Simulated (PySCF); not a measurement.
Spin-orbit coupling and the first ionisation energy along the third row

Two-component X2C-1e calculated with PySCF 2.14: MP2 on generalised Hartree-Fock spinors (GMP2), with spin-orbit coupling off and on (screened by Boettger's factors); no Breit or QED terms. Values in eV; the references (NIST) lie between the lowest levels. Elements whose determinants are no pure J levels are left out.

```json
{"element": "Mg (x2c-TZVPall-2c, [Ne] frozen)", "configurations": "[Ne] 3s2 → [Ne] 3s1", "spin-free": "7.212", "with spin-orbit": "7.212", "shift": "0.000", "reference": "7.646"}
{"element": "Al (x2c-TZVPall-2c, [Ne] frozen)", "configurations": "[Ne] 3s2 3p1 → [Ne] 3s2", "spin-free": "5.796", "with spin-orbit": "5.805", "shift": "0.009", "reference": "5.986"}
{"element": "S (x2c-TZVPall-2c, [Ne] frozen)", "configurations": "[Ne] 3s2 3p4 → [Ne] 3s2 3p3", "spin-free": "9.955", "with spin-orbit": "9.980", "shift": "0.026", "reference": "10.360"}
{"element": "Cl (x2c-TZVPall-2c, [Ne] frozen)", "configurations": "[Ne] 3s2 3p5 → [Ne] 3s2 3p4", "spin-free": "12.692", "with spin-orbit": "12.685", "shift": "-0.007", "reference": "12.968"}
{"element": "Ar (x2c-TZVPall-2c, [Ne] frozen)", "configurations": "[Ar] → [Ne] 3s2 3p5", "spin-free": "15.667", "with spin-orbit": "15.605", "shift": "-0.062", "reference": "15.760"}
```

The largest shift is at Ar, -0.062 eV, where spin-orbit coupling lowers the species with fewer electrons by more than the one with more (starting occupations closed and 3p1/2^2 3p3/2^3).

What remains against the references is mostly the basis and correlation beyond MP2.
